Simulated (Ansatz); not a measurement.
Two shapes of singlet CH₃BO.

Shape 1:

```xyz
6

B     0.0459    0.0052   -1.3555
C    -0.0220    0.0415    0.1996
O     0.0075   -0.0426    1.3397
H    -0.0123   -1.1327   -1.6461
H    -1.0127    0.5534   -1.6755
H     1.0223    0.5471   -1.6685
```

Shape 2:

```xyz
6

B     0.0000    0.0000   -1.4433
C     0.0000    0.0000    0.1973
O     0.0000    0.0000    1.4198
H     0.0000   -1.2756   -1.7751
H    -1.1047    0.6378   -1.7751
H     1.1047    0.6378   -1.7751
```

Basis set: def2-TZVP (spherical functions). Correlated methods keep 3 orbitals frozen. Charge 0, multiplicity 1.

Computed with Ansatz (development build ahead of 0.2.0); each method stands on the lowest determinant of its kind that the runs found.

Q: Which shape is lower in energy, and by how much in each method?

A:

| method | E(2) − E(1) (eV) |
| --- | --- |
| RHF | 1.078 |
| RHF-MP2 | 0.743 |

Shape 1 is lower. Caution: no unrestricted run beside it, a lower state can exist.
